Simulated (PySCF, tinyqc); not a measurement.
Inside a calculation. Method: coupled-perturbed Hartree-Fock on RHF in the sto-3g basis, for CH2, spin multiplicity 1. The lowest restricted solution is unstable here: a spin-polarised one lies 0.0445 hartree lower (PySCF). One step of it, computed by the program tinyqc.

Task: Response to a field: uncoupled start. Field along y; U_ai = -mu_ai / (e_a - e_i), alpha = -4 sum U_ai mu_ai.

orbital energies (hartree): MO1 -10.977118, MO2 -0.793490, MO3 -0.522166, MO4 -0.263738, MO5 0.244920, MO6 0.547372, MO7 0.748961

dipole integrals <a|y|i> (bohr):
```
          i1         i2         i3         i4
a5  0.000000   0.000000   0.000000   0.000000
a6  0.000000   0.000000  -1.140173   0.000000
a7  0.085127  -0.353989   0.000000  -0.678669
```

Give: uncoupled U; uncoupled polarisability.

Result:

uncoupled U:
```
         i1      i2      i3      i4
a5   0.0000  0.0000  0.0000  0.0000
a6   0.0000  0.0000  1.0660  0.0000
a7  -0.0073  0.2295  0.0000  0.6702
```

uncoupled polarisability = 7.0086 bohr^3
